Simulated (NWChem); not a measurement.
# N2 cation, doublet

Results from NWChem. Spin-unrestricted. The geometry was optimised at B3LYP/6-31G* (spherical d), spin-unrestricted. No stability test was run on the SCF state. B3LYP is NWChem's, with the RPA form of VWN correlation. Vertical excitations in the gas phase; the lowest state need not have the same character in each row. Excited states of an open shell can be spin-contaminated.

```tsv
level	lowest excitation (eV)	oscillator strength of that lowest state	lowest state with f > 0.02 (eV)	oscillator strength of that bright state	lowest empty minus highest occupied level, either spin (eV)
PBE/aug-cc-pVDZ, TDA	1.58	0.003	4.12	0.049	1.75
B3LYP/aug-cc-pVDZ, TDA	1.07	0.002	3.71	0.046	3.90
LRC-wPBEh/aug-cc-pVDZ, TDA	1.07	0.002	…	0.044	…
PBE0/aug-cc-pVDZ, TDA	1.11	0.002	3.60	0.045	4.63
```

### Question
Fill in the missing entries.

### Answer

- LRC-wPBEh/aug-cc-pVDZ, TDA, lowest state with f > 0.02 (eV): 3.54
- LRC-wPBEh/aug-cc-pVDZ, TDA, lowest empty minus highest occupied level, either spin (eV): 8.40
